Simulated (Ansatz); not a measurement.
Cost and result for the atomization energy of `CBC` (10 atoms, 9 bonds).

```xyz
10

C    -1.030    0.617   -0.684
B    -0.326   -0.313    0.348
C     1.221   -0.432    0.481
H    -1.367    1.494   -0.108
H    -1.942    0.189   -1.109
H    -0.387    0.991   -1.484
H    -1.014   -0.977    1.081
H     1.567   -0.564    1.510
H     1.790    0.365   -0.003
H     1.489   -1.370   -0.033
```

The species carries charge 0 and has multiplicity 1. The structure was optimised at the PBE0-D4/def2-TZVP level. Program: Ansatz. All runs use 2 threads of a server CPU on a shared host. Times are those of one run each, without the atoms' runs, and a repeat can differ threefold. Electronic energies, without spin–orbit coupling; frozen cores. CCSD(T)/CBS adds CCSD(T) − MP2 in def2-TZVPP to the MP2 limit, and its time is that of the two runs behind it. T1 = 0.009. B3LYP takes the VWN-RPA correlation (the form of Gaussian; ORCA's B3LYP/G). HSE06 is the plane-wave form, built on full-range PBE exchange.

CCSD(T)/CBS is a level of theory with its own doubt, some kJ/mol a heavy atom from the limit and from the frozen cores, so smaller differences don't rank the functionals.

```
                             level  functions  wall time
            LDA (SPW92)/def2-TZVPP        191      1.6 s
                BLYP-D4/def2-TZVPP        191      2.1 s
                  CCSD(T)/def2-SVP         77      2.5 s
   PBE-D4/def2-TZVPP (with forces)        191      2.5 s
                PBE0-D4/def2-TZVPP        191        3 s
               BHLYP-D4/def2-TZVPP        191      3.6 s
r2SCAN-D4/def2-TZVPP (with forces)        191      4.1 s
 B3LYP-D4/def2-TZVPP (with forces)        191      4.4 s
               PBE-QIDH/def2-TZVPP        191      4.7 s
               HSE06-D4/def2-TZVPP        191      4.8 s
                    MP2/def2-QZVPP        381       23 s
                CCSD(T)/def2-TZVPP        191       39 s
                 CCSD(T)/CBS(def2)          –       62 s
```

Q: What atomization energy does each give, and how far from CCSD(T)/CBS? (An estimate is asked.)

A: Computed: 
```json
{"level": "LDA (SPW92)/def2-TZVPP", "atomization (kJ/mol)": "4191.1", "difference from CCSD(T)/CBS": "450.1", "per bond": "50.0"}
{"level": "BLYP-D4/def2-TZVPP", "atomization (kJ/mol)": "3736.4", "difference from CCSD(T)/CBS": "-4.6", "per bond": "-0.5"}
{"level": "CCSD(T)/def2-SVP", "atomization (kJ/mol)": "3607.1", "difference from CCSD(T)/CBS": "-133.9", "per bond": "-14.9"}
{"level": "PBE-D4/def2-TZVPP (with forces)", "atomization (kJ/mol)": "3795.7", "difference from CCSD(T)/CBS": "54.7", "per bond": "6.1"}
{"level": "PBE0-D4/def2-TZVPP", "atomization (kJ/mol)": "3769.9", "difference from CCSD(T)/CBS": "28.9", "per bond": "3.2"}
{"level": "BHLYP-D4/def2-TZVPP", "atomization (kJ/mol)": "3707.4", "difference from CCSD(T)/CBS": "-33.6", "per bond": "-3.7"}
{"level": "r2SCAN-D4/def2-TZVPP (with forces)", "atomization (kJ/mol)": "3769.7", "difference from CCSD(T)/CBS": "28.7", "per bond": "3.2"}
{"level": "B3LYP-D4/def2-TZVPP (with forces)", "atomization (kJ/mol)": "3768.4", "difference from CCSD(T)/CBS": "27.4", "per bond": "3.0"}
{"level": "PBE-QIDH/def2-TZVPP", "atomization (kJ/mol)": "3747.0", "difference from CCSD(T)/CBS": "6.0", "per bond": "0.7"}
{"level": "HSE06-D4/def2-TZVPP", "atomization (kJ/mol)": "3771.9", "difference from CCSD(T)/CBS": "30.9", "per bond": "3.4"}
{"level": "MP2/def2-QZVPP", "atomization (kJ/mol)": "3731.4", "difference from CCSD(T)/CBS": "-9.6", "per bond": "-1.1"}
{"level": "CCSD(T)/def2-TZVPP", "atomization (kJ/mol)": "3671.3", "difference from CCSD(T)/CBS": "-69.7", "per bond": "-7.7"}
{"level": "CCSD(T)/CBS(def2)", "atomization (kJ/mol)": "3741.0", "difference from CCSD(T)/CBS": "0.0", "per bond": "0.0"}
```

From r2SCAN to r2SCAN0 (25 % exact exchange), in def2-TZVPP and without D4, the atomization energy moves by −23.7 kJ/mol: exact exchange takes away binding that semilocal exchange gives to molecules. At CCSD(T), def2-SVP lies −133.8 kJ/mol from the extrapolated value and def2-TZVPP −69.7 kJ/mol: correlation converges slowly with the basis, and small sets miss more of it in the bonded molecule than in its fragments. In def2-TZVPP, CCSD(T) changes the Hartree–Fock value by +734.6 kJ/mol (the triples alone add +32.2 kJ/mol) and MP2 by +753.8 kJ/mol; breaking electron pairs costs correlation energy, which Hartree–Fock lacks.
